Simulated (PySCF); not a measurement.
CH₃, doublet: reading a ladder of total energies

Geometry: MP2(full)/6-31G*, from the G2/97 set.

| atom | x (Å) | y (Å) | z (Å) |
| --- | --- | --- | --- |
| C | 0.0000 | 0.0000 | 0.0000 |
| H | 0.0000 | 1.0784 | 0.0000 |
| H | 0.9339 | -0.5392 | 0.0000 |
| H | -0.9339 | -0.5392 | 0.0000 |

Basis 6-31G; PySCF 2.14.0. Correlated methods freeze the noble-gas cores, which leaves 7 electrons in 14 orbitals. R marks a restricted (for open shells ROHF) determinant, U an unrestricted one.

Full CI is exact within this basis and frozen core; it isn't the basis-set limit. The frozen core follows each run's orbitals, which can shift R against U totals by a few meV.

Restricted and unrestricted runs freeze slightly different cores, so steps under 0.1 kcal/mol mean nothing.

```csv
level,total energy (hartree)
UHF,-39.546565
UMP2,-39.622031
UCCSD,-39.640086
UCCSD(T),-39.641130
UCCSDT,-39.641352
full CI,-39.641429
```

Q: What is the correlation energy at full CI, and what share of it do UMP2 and UCCSD(T) recover?

A: E(corr) = -39.641429 − (-39.546565) = -0.094864 hartree = -2.581 eV. UMP2: -0.075466 / -0.094864 = 79.55 %. UCCSD(T): -0.094565 / -0.094864 = 99.68 %.

Q: By how many kcal/mol does UCCSD(T) miss full CI (1 hartree = 627.509 kcal/mol), and which steps make up the rest?

A: -39.641130 − (-39.641429) = 0.000299 hartree = 0.19 kcal/mol. Steps: UCCSDT − UCCSD(T) = -0.14, full CI − UCCSDT = -0.05 kcal/mol. That is within 1 kcal/mol of the reference in this basis, which itself misses far more of the correlation at the basis-set limit.
